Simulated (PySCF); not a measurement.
## Continuum solvent and chemical shifts

Bonds (- single, = double, # triple, : aromatic): C1-C2 1.493 Å, C2=C3 1.338 Å, C3-C4 1.490 Å, C4-F5 1.377 Å. C1 carries H6, H7, H8; C2 carries H9; C3 carries H10; C4 carries H11, H12. Stereochemistry as in C/C=C\CF.

GIAO PBE0/pcSseg-1 in PySCF on one PBE0-D3(BJ)/def2-SVP conformer, non-relativistic, equivalent nuclei averaged. Solvents enter as an IEF-PCM continuum (chloroform with ε = 4.7, water with ε = 78.4) around the gas-phase geometry. Shifts are referred to TMS, CFCl3 computed in the same medium.

Gas phase, δ in ppm: C3 135.4, C2 135.2, C4 78.8, C1 15.7, F5 -241.5, H10 5.93, H9 5.72, H11/H12 5.02, H6/H7/H8 1.74. Dipole moment 2.25 D.

Question: How does each δ change in the continuum?

Answer: 
```csv
atoms,environment,"Δδ, chloroform","Δδ, water"
C3,alkene CH,-0.2,-0.4
C2,alkene CH,+2.7,+3.9
C4,allylic sp3 CH2 bonded to F,+1.4,+2.0
C1,allylic methyl carbon,+0.5,+0.7
F5,fluorine on an sp3 carbon,-3.5,-4.7
H10,hydrogen on an alkene CH,+0.01,+0.01
H9,hydrogen on an alkene CH,+0.17,+0.24
H11/H12,hydrogen on an allylic sp3 CH2 bonded to F,+0.16,+0.23
H6/H7/H8,hydrogen on an allylic methyl carbon,+0.05,+0.08
```

Changes are relative to the gas phase. The dipole moment becomes 2.60 D in chloroform, 2.75 D in water.

Question: Which nuclei move most (in ppm), and what does the model miss?

Answer: F5 (fluorine on an sp3 carbon, -4.7 ppm) in water. A continuum only polarises the solute; specific hydrogen bonds, the anisotropy of aromatic solvents and changes of geometry or conformer are outside it.
